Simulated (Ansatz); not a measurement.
System: fcc Au. Method: LDA (plane waves, PAW; Ansatz, a quantum-chemistry and plane-wave program).

Run with plane-wave cutoff 520 eV, 20×20×20 k mesh, Fermi–Dirac smearing 0.1 eV, perturbation theory, scalar-relativistic PAW data made under PBE.

Computed at the level's own relaxed cell.

```
CELL_PARAMETERS angstrom
      0.00000     2.02372     2.02372
      2.02372     0.00000     2.02372
      2.02372     2.02372     0.00000
ATOMIC_POSITIONS crystal
  Au 0.00000 0.00000 0.00000
```

Harmonic phonon frequencies (cm⁻¹; i marks an imaginary mode):

| q point | frequencies |
|---|---|
| X | 89 89 156 |
| L | 61 61 159 |
| W | 87 123 123 |

No imaginary mode appears at these points.
